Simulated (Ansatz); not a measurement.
A calculation with Ansatz (development build ahead of 0.2.0).

```yaml
crystal:
  periodic: [false, false, false]
  atoms:
    - { symbol: C, position_ang: [0.02853, -0.00175, -0.58702] }
    - { symbol: C, position_ang: [-0.02355, -0.0291, 0.5949] }
basis:
  gaussian: { orbitals: def2-TZVP }
hamiltonian:
  xc: hf
correlation:
  method: mp2
  frozen_orbitals: { C: 1 }
```

The input is written out in the form of the current development build from the run's settings.

The run gave:

```
Converged                       : yes
Reference energy                : -75.41506 hartree
Correlation energy              : -0.22979 hartree
Total energy                    : -75.64485 hartree
Spin squared of the determinant : 0.000
```

Caution: in another basis set an unrestricted determinant lies well below.
